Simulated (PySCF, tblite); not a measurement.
**chlorine monofluoride and formamide**

A gas-phase complex of chlorine monofluoride and formamide; neutral, singlet. The structure comes from a short search (6 tight-binding starts) and was relaxed by PBE0-D3(BJ)/def2-SVPD; another way of binding may lie lower. Frequencies by PBE0-D3(BJ)/def2-SVPD show no clear imaginary mode.

```json
{"part": "1", "name": "chlorine monofluoride", "SMILES": "FCl", "atoms": "1–2", "charge": "0", "multiplicity": "1"}
{"part": "2", "name": "formamide", "SMILES": "NC=O", "atoms": "3–8", "charge": "0", "multiplicity": "1"}
```

```xyz
8

Cl    0.951   -0.169    0.867
F    -0.215   -0.796   -0.203
N     3.916   -0.939    1.431
C     3.611    0.078    2.240
O     2.525    0.645    2.286
H     4.830   -1.362    1.447
H     3.209   -1.294    0.797
H     4.437    0.402    2.903
```
(Å; atoms numbered from 1)

```tsv
contact	kind (by geometry)	distance (Å)	angle (°)
F2–Cl1···O5	halogen bond	2.270	179
```

Interaction energies are complex less parts, with the parts frozen as they stand in it; counterpoise-corrected, in kcal/mol (PySCF).

(1) How strongly do the parts interact, level by level?

(2) What holds them together? Decompose the wB97M-D3(BJ)/def2-TZVPD energy: frozen parts, their antisymmetrised product, then relaxation.

The parts were also relaxed and run alone, at the levels used for the complex: shieldings by PBE0/pcSseg-2.

Values alone: F2–Cl1 bond (Å): 1.645; shielding of Cl1 (ppm): -590.9; shielding of O5 (ppm): -95.7; shielding of F2 (ppm): 660.2.

(3) What does binding change?

Results:

(1) 
| level | interaction | superposition error removed |
| --- | --- | --- |
| wB97M-D3(BJ)/def2-TZVPD | -9.78 | -0.19 |
| PBE0-D3(BJ)/def2-TZVPD | -12.89 | -0.23 |

(2) electrostatic -27.4, Pauli repulsion +39.9, orbital relaxation -21.0, dispersion correction -1.6 kcal/mol, which sum to the value before the counterpoise correction; the Pauli term holds the exchange-correlation of the frozen density too. Of the attraction, 55 % is electrostatic, 42 % is orbital relaxation, 3 % is dispersion correction.

(3) 
```tsv
property	alone	in the complex	change
F2–Cl1 bond (Å)	1.645	1.702	+0.057
shielding of Cl1 (ppm)	-590.9	-241.5	+349.4
shielding of O5 (ppm)	-95.7	-60.3	+35.4
shielding of F2 (ppm)	660.2	438.9	-221.3
```
